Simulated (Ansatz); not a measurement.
# MgSi (singlet): wave-function methods side by side at distance Si1–Mg2 = 5.510 Å, cc-pVDZ

An exercise on one series of results from a longer session: the logs are not shown, and one member is left open.

Method: cc-pVDZ, core rule «outside noble gas», up to 10 orbitals frozen; program: Ansatz 0.2.0, Gaussian basis.

The runs, in order: UHF; CCSD(T) on RHF; CCSD(T) on UHF; BCCD(T) on RHF; CISD; CCSDT(Q) on RHF; CCSDT(Q) on UHF; CCSDTQ on RHF; CASSCF and MRCISD+Q, 2 electrons in 2 orbitals; CASSCF and NEVPT2, 2 electrons in 2 orbitals; CASSCF and MRCISD+Q, 6 electrons in 8 orbitals; CASSCF and NEVPT4(SD), 6 electrons in 8 orbitals; CASSCF and NEVPT2, 6 electrons in 8 orbitals; Full CI.

40 further runs of the same task are left out: 24 for a known fault of the program, 11 that didn't finish, 5 set aside as unsound or not needed.

### The system

The geometry derives from a PBE0/def2-TZVP stationary point (not a proven minimum). One bond is set to the value named and the two fragments are kept rigid.

2 atoms, charge 0, spin multiplicity 1.

Atoms are counted from 1 here; the program's logs count them from 0.

No contacts short enough for the rule that draws bonds.

The first run:

in.yaml reads:

```yaml
crystal:
  periodic: [false, false, false]
  atoms:
    - {symbol: Si, position_ang: [0.000000, 0.000000, 0.000000]}
    - {symbol: Mg, position_ang: [0.000000, 0.000000, 5.510000]}
basis:
  gaussian: {orbitals: cc-pVDZ}
magnetization: {spin_polarized: true, initial_magnetization: 0}
hamiltonian: {xc: hf}
output: {orbitals: {seedname: orbitals}}
```

Run with:

```sh
$ ansatz run in.yaml --threads 1 --pin off --events-out ev --progress --plain --max-ram 2393MiB
```

Among the steps run: UHF; CCSD(T) on RHF; CCSD(T) on UHF; BCCD(T) on RHF; CISD; CCSDT(Q) on RHF; CCSDT(Q) on UHF; CCSDTQ on RHF; CASSCF and MRCISD+Q, 2 electrons in 2 orbitals; CASSCF and NEVPT2, 2 electrons in 2 orbitals; CASSCF and MRCISD+Q, 6 electrons in 8 orbitals; CASSCF and NEVPT4(SD), 6 electrons in 8 orbitals; CASSCF and NEVPT2, 6 electrons in 8 orbitals; Full CI.

One table of the session follows, with a row left open; its other results are not shown here.

It belongs to the step «Misses and costs». 

| method | from FCI (meV) |
| --- | --- |
| RHF | ? |
| RMP2 | +1302.3 |
| CISD | +530.7 |
| RCCSD | +157.4 |
| RCCSD(T) | +78.4 |
| BCCD(T) | +80.0 |
| RCCSDT | +63.5 |
| RCCSDT(Q) | +27.9 |
| RCCSDTQ | +0.3 |
| FCI | 0 |

Estimate the missing values for RHF.

**Answer.** from FCI (meV): +3385.8. In the column «from FCI (meV)» it is the highest.

Left out of the table: CASSCF pair, NEVPT2 pair, MRCISD pair, MRCISD+Q pair, CASSCF valence, NEVPT2 valence, NEVPT4(SD) valence, MRCISD valence, MRCISD+Q valence (the active space lost an orbital or holds another state than full CI finds).

Caveats from the session: Left out of the table: UHF, UMP2, UCCSD, UCCSD(T), UCCSDT, UCCSDT(Q) (another determinant or state than the rows shown).
